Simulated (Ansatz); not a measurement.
```yaml
crystal:
  periodic: [false, false, false]
  atoms:
    - {symbol: S, position_ang: [-1.468923, -0.202408, -0.001977]}
    - {symbol: O, position_ang: [0.071945, 0.581592, 0.004252]}
    - {symbol: S, position_ang: [1.498299, -0.118888, -0.000348]}
    - {symbol: H, position_ang: [-2.076524, 0.989385, 0.006477]}
basis:
  gaussian: {orbitals: def2-TZVP}
magnetization: {spin_polarized: true, initial_magnetization: 1}
hamiltonian: {xc: pbe0}
relax: {f_tol: 0.004, max_steps: 80}
```

```sh
$ ansatz run in.yaml --threads 1 --pin off --events-out ev --progress --plain --max-ram 2176MiB
```

Steps of the relaxation (energy above the last step; positions in Å, forces in eV/Å):

```
4
step 1, 81.8 meV
S    -1.469   -0.202   -0.002    0.685   -0.210   -0.001
O     0.072    0.582    0.004   -0.670    0.680    0.005
S     1.498   -0.119    0.000    0.099   -0.556   -0.004
H    -2.077    0.989    0.006   -0.114    0.086    0.001
```

```
4
step 2, 36.8 meV
S    -1.439   -0.197   -0.002    0.489   -0.046    0.000
O     0.078    0.618    0.005   -0.556    0.442    0.003
S     1.478   -0.146   -0.001    0.139   -0.409   -0.003
H    -2.091    0.975    0.006   -0.072    0.012    0.000
```

```
4
step 3, 3.1 meV
S    -1.370   -0.168   -0.002   -0.054   -0.085   -0.001
O     0.093    0.689    0.005    0.077   -0.043    0.000
S     1.445   -0.208   -0.001   -0.159    0.108    0.001
H    -2.143    0.937    0.006    0.137    0.021    0.000
```

```
4
step 7, 0.0 meV
S    -1.379   -0.179   -0.002    0.000    0.000    0.000
O     0.083    0.681    0.005    0.000    0.000    0.000
S     1.440   -0.196   -0.001    0.000    0.000    0.000
H    -2.120    0.944    0.006    0.000    0.000    0.000
```

Close pairs at the end: S1–H4 1.346 Å, O2–S3 1.616 Å, S1–O2 1.696 Å, S1–S3 2.819 Å.

A stationary point of unrestricted PBE0 after 7 steps, with ⟨S²⟩ = 0.755 against 0.75 for a pure state; no frequencies were run, so it isn't proven a minimum. 40 s on 1 thread of Arm Neoverse V2, shared host.
